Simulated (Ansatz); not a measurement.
in.yaml

```yaml
crystal:
  periodic: [false, false, false]
  atoms:
    - {symbol: Ge, position_ang: [0.000000, 0.000000, 0.986622]}
    - {symbol: B, position_ang: [0.000000, 0.000000, -5.790378]}
    - {symbol: H, position_ang: [0.000000, 1.255258, 1.871269]}
    - {symbol: H, position_ang: [0.000000, -1.255258, 1.871269]}
    - {symbol: H, position_ang: [0.000000, 1.042369, -6.369787]}
    - {symbol: H, position_ang: [0.000000, -1.042369, -6.369787]}
basis:
  gaussian: {orbitals: cc-pVDZ}
magnetization: {spin_polarized: false, initial_magnetization: 1}
correlation: {method: ccsdt_q, electrons: outside_noble_gas}
```

```sh
$ ansatz run in.yaml --threads 1 --pin off --events-out ev --progress --plain --max-ram 2393MiB
```

Q: Roughly how long does this take on 1 thread of Arm Neoverse V1, shared host, and how much host memory?

A: 74 s wall and 0.93 GiB.

```
1133 factors; integrals over basis functions are off by at most 1.5e-7 eV
mean field evaluation 1: about -57202.4354 eV, gradient 1.1e1 eV
mean field evaluation 2: about -57202.4569 eV, gradient 1.1e1 eV
mean field evaluation 4: about -57203.4052 eV, gradient 5.6e-1 eV
mean field evaluation 8: about -57203.4114 eV, gradient 1.7e-1 eV
mean field evaluation 16: about -57203.2852 eV, gradient 3.1e0 eV
mean field evaluation 32: about -57201.7337 eV, gradient 2.2e-1 eV
mean field -57203.41187049 eV, -2102.1866123753 hartree, gradient 8.8e-7 eV, S^2 0.750000; 3 other end points of the search recorded, 0 dependent functions left out
mean field evaluation 64: about -57203.4437 eV, gradient 2.4e-4 eV
determinant -57203.41187049 eV, -2102.1866123753 hartree, with singles and doubles -57208.75155575 eV, -2102.3828421892 hartree
determinant -57201.73485020 eV, -2102.1249830163 hartree, with singles and doubles -57207.30156265 eV, -2102.3295559257 hartree
15 core orbitals not correlated: weight in the atoms' cores, before any rotation towards them, 0.999 or more for the frozen orbitals, at most 0.000 for the correlated occupied ones
reference -57203.41187049 eV, -2102.1866123753 hartree; 6, 5 occupied and 40, 41 virtual orbitals, 1133 factors
second order -4.06494226 eV of doubles, -0.02101898 eV of singles
cycle   1  -4.96863035 eV  change   -8.8e-1 eV  update   7.7e-2
cycle   2  -5.41563954 eV  change   -4.5e-1 eV  update   3.5e-2
cycle   3  -5.44475968 eV  change   -2.9e-2 eV  update   1.2e-2
cycle   4  -5.45140646 eV  change   -6.6e-3 eV  update   5.6e-3
cycle   5  -5.44849622 eV  change    2.9e-3 eV  update   2.7e-3
cycle   6  -5.44928651 eV  change   -7.9e-4 eV  update   1.1e-3
cycle   7  -5.44998715 eV  change   -7.0e-4 eV  update   4.5e-4
cycle   8  -5.44966232 eV  change    3.2e-4 eV  update   1.6e-4
cycle   9  -5.44958143 eV  change    8.1e-5 eV  update   5.3e-5
cycle  10  -5.44961654 eV  change   -3.5e-5 eV  update   2.1e-5
cycle  11  -5.44962697 eV  change   -1.0e-5 eV  update   1.1e-5
cycle  12  -5.44962642 eV  change    5.5e-7 eV  update   5.8e-6
cycle  13  -5.44962325 eV  change    3.2e-6 eV  update   3.7e-6
cycle  14  -5.44961891 eV  change    4.3e-6 eV  update   2.5e-6
cycle  15  -5.44961745 eV  change    1.5e-6 eV  update   1.7e-6
cycle  16  -5.44961779 eV  change   -3.5e-7 eV  update   9.8e-7
cycle  17  -5.44961870 eV  change   -9.1e-7 eV  update   4.7e-7
perturbative correction -0.00260523 eV, -0.0000957404 hartree
Total energy: -57208.86409442 eV, -2102.3869779091 hartree
```
